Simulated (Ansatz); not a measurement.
# AlMgH3 (singlet): wave-function methods side by side at scale of all distances = 1.132, 6-31G

The task here is to estimate one member of a computed series from the others.

Program: Ansatz 0.2.0, Gaussian basis. Level of theory: 6-31G, core rule «outside noble gas», up to 10 orbitals frozen. These are calculated values, not measurements.

To be run: UHF; CCSD(T) on RHF; BCCD(T) on RHF; CISD; CCSDT(Q) on RHF; CCSDTQ on RHF; CASSCF and MRCISD+Q, 2 electrons in 2 orbitals; CASSCF and NEVPT2, 2 electrons in 2 orbitals; CASSCF and MRCISD+Q, 8 electrons in 11 orbitals; CASSCF and NEVPT2, 8 electrons in 11 orbitals; Full CI.

23 further runs of the same task are left out: 1 for a known fault of the program, 16 that didn't finish, 6 set aside as unsound or not needed.

### The geometry

The geometry derives from a PBE0/def2-TZVP stationary point (not a proven minimum). All distances are scaled together.

5 atoms, charge 0, spin multiplicity 1.

Atoms are counted from 1 here; the program's logs count them from 0.

Bond lengths: Al1–H3 1.814 Å, Al1–H4 1.814 Å, Mg2–H5 1.942 Å. Angles: H3–Al1–H4 113.1°.

Geometry (Å):

```xyz
5
AlH3Mg
Al    0.00000    0.00000    1.44509
Mg    0.00000    0.00000   -1.65768
H     0.00000    1.51338    2.44441
H     0.00000   -1.51338    2.44441
H     0.00000    0.00000   -3.59990
```

The first run:

Contents of in.yaml:

```yaml
crystal:
  periodic: [false, false, false]
  atoms:
    - {symbol: Al, position_ang: [0.000000, 0.000000, 1.445090]}
    - {symbol: Mg, position_ang: [0.000000, 0.000000, -1.657679]}
    - {symbol: H, position_ang: [0.000000, 1.513379, 2.444407]}
    - {symbol: H, position_ang: [0.000000, -1.513379, 2.444407]}
    - {symbol: H, position_ang: [0.000000, 0.000000, -3.599895]}
basis:
  gaussian: {orbitals: 6-31G}
magnetization: {spin_polarized: true, initial_magnetization: 0}
hamiltonian: {xc: hf}
output: {orbitals: {seedname: orbitals}}
```

On the command line:

```
ansatz run in.yaml --threads 1 --pin off --events-out ev --progress --plain --max-ram 2393MiB
```

Among the steps run: UHF; CCSD(T) on RHF; BCCD(T) on RHF; CISD; CCSDT(Q) on RHF; CCSDTQ on RHF; CASSCF and MRCISD+Q, 2 electrons in 2 orbitals; CASSCF and NEVPT2, 2 electrons in 2 orbitals; CASSCF and MRCISD+Q, 8 electrons in 11 orbitals; CASSCF and NEVPT2, 8 electrons in 11 orbitals; Full CI.

One of the session's tables, all rows but one given; the rest of the session is left out.

```
          method  from FCI (kcal/mol)
             RHF               +58.00
            RMP2               +19.96
            CISD                +5.14
           RCCSD                    ?
        RCCSD(T)                +0.65
         BCCD(T)                +0.63
          RCCSDT                +0.10
       RCCSDT(Q)                +0.03
         RCCSDTQ                 0.00
     CASSCF pair               +46.31
     NEVPT2 pair               +16.71
  CASSCF valence                +9.51
  NEVPT2 valence                +3.05
  MRCISD valence                +0.32
MRCISD+Q valence                +0.19
             FCI                    0
```

Q: Estimate the row for RCCSD from the others.

As computed: from FCI (kcal/mol): +1.68. In the column «from FCI (kcal/mol)» it lies between RCCSD(T) (+0.65) and NEVPT2 valence (+3.05).

Not comparable, so not listed: CASSCF and MRCISD+Q, 2 electrons in 2 orbitals (they don't share determinant, frozen orbitals or solution with the rows shown, or repeat one).

Limits of these values: Warnings in the runs' records: passed over end.
